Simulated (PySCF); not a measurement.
BF3, SMILES FB(F)F.

The structure is a stationary point at PBE-D3(BJ)/def2-TZVP. The isomer is the one that the SMILES or the coordinates give; other isomers of the formula were not compared.

Method: PySCF with TDA-ωB97X/def2-SVPD.

Vertical excitations; the highest root listed may be one member of a degenerate set. The molecule is in vacuum. State labels are in the subgroup C2v.

Problem. Estimate the UV-visible absorptions. (The exact figures need the calculation; the answer reports its results.)

Solution. 
```json
[
 {"state": "S1", "symmetry": "A2", "energy (eV)": "10.91", "λ (nm)": "114", "f": "0.000", "main pairs": "HOMO→LUMO+1 99 %"},
 {"state": "S2", "symmetry": "B1", "energy (eV)": "11.37", "λ (nm)": "109", "f": "0.000", "main pairs": "HOMO→LUMO 91 %"},
 {"state": "S3", "symmetry": "A2", "energy (eV)": "12.01", "λ (nm)": "103", "f": "0.000", "main pairs": "HOMO−3→LUMO+1 (degenerate set)"},
 {"state": "S4", "symmetry": "B2", "energy (eV)": "12.01", "λ (nm)": "103", "f": "0.000", "main pairs": "HOMO−4→LUMO+1 (degenerate set)"},
 {"state": "S5", "symmetry": "B2", "energy (eV)": "12.16", "λ (nm)": "102", "f": "0.000", "main pairs": "HOMO−1→LUMO (degenerate set)"},
 {"state": "S6", "symmetry": "A2", "energy (eV)": "12.16", "λ (nm)": "102", "f": "0.000", "main pairs": "HOMO−2→LUMO (degenerate set)"},
 {"state": "S7", "symmetry": "B1", "energy (eV)": "12.40", "λ (nm)": "100", "f": "0.012", "main pairs": "HOMO−3→LUMO, HOMO−2→LUMO+1 (degenerate set)"},
 {"state": "S8", "symmetry": "A1", "energy (eV)": "12.40", "λ (nm)": "100", "f": "0.012", "main pairs": "HOMO−4→LUMO, HOMO−1→LUMO+1 (degenerate set)"},
 {"state": "S9", "symmetry": "A1", "energy (eV)": "12.94", "λ (nm)": "96", "f": "0.273", "main pairs": "HOMO−1→LUMO+1, HOMO−4→LUMO (degenerate set)"},
 {"state": "S10", "symmetry": "B1", "energy (eV)": "12.94", "λ (nm)": "96", "f": "0.273", "main pairs": "HOMO−2→LUMO+1, HOMO−3→LUMO (degenerate set)"},
 {"state": "T1", "symmetry": "A2", "energy (eV)": "10.68", "λ (nm)": "116", "f": "0", "main pairs": "HOMO→LUMO+1 98 %"},
 {"state": "T2", "symmetry": "B1", "energy (eV)": "11.15", "λ (nm)": "111", "f": "0", "main pairs": "HOMO→LUMO 88 %"},
 {"state": "T3", "symmetry": "B1", "energy (eV)": "11.25", "λ (nm)": "110", "f": "0", "main pairs": "HOMO−2→LUMO+1 (degenerate set)"},
 {"state": "T4", "symmetry": "A1", "energy (eV)": "11.25", "λ (nm)": "110", "f": "0", "main pairs": "HOMO−1→LUMO+1 (degenerate set)"}
]
```
Triplets are in the Tamm–Dancoff approximation.
